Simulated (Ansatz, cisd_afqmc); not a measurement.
System: HOCl, charge 0, triplet.
HTBH set geometry:
```xyz
3

Cl     0.0188    -0.8173     0.0000
H     -0.4705     0.5695     0.0000
O      0.0188     1.6656     0.0000
```
Charge 0, spin multiplicity 3.

Total energies in aug-cc-pV(T+d)Z, 14 correlated electrons, 6 frozen orbitals. Radicals and triplets start from unrestricted determinants; spin-orbit coupling is neglected. Correlated methods leave the cores frozen. No relativity. AFQMC/CISD: phaseless, guided by CISD from CCSD amplitudes; bars are statistical, one sigma. Outlying blocks are dropped, and bars are widened where a walk drifts. Over all cases where full CI ran beside it in this data, AFQMC minus full CI had a median of +0.1 mEh and passed +0.4 mEh in a tenth of the cases. The UHF reference of ClHO (saddle point or complex, triplet) is spin-contaminated (<S^2> up to 0.03 over the pure value in the sets run).

```tsv
method	program	energy (Eh)	minus AFQMC/CISD (mEh)
HF	Ansatz	-534.86941	438.9 ± 0.4
MP2	Ansatz	-535.25078	57.5 ± 0.4
CCSD	Ansatz	-535.28923	19.1 ± 0.4
CCSD(T)	Ansatz	-535.30710	1.2 ± 0.4
AFQMC/CISD	cisd_afqmc	-535.3083 ± 0.0004	0.0
```

Ansatz is a program for electronic structure.
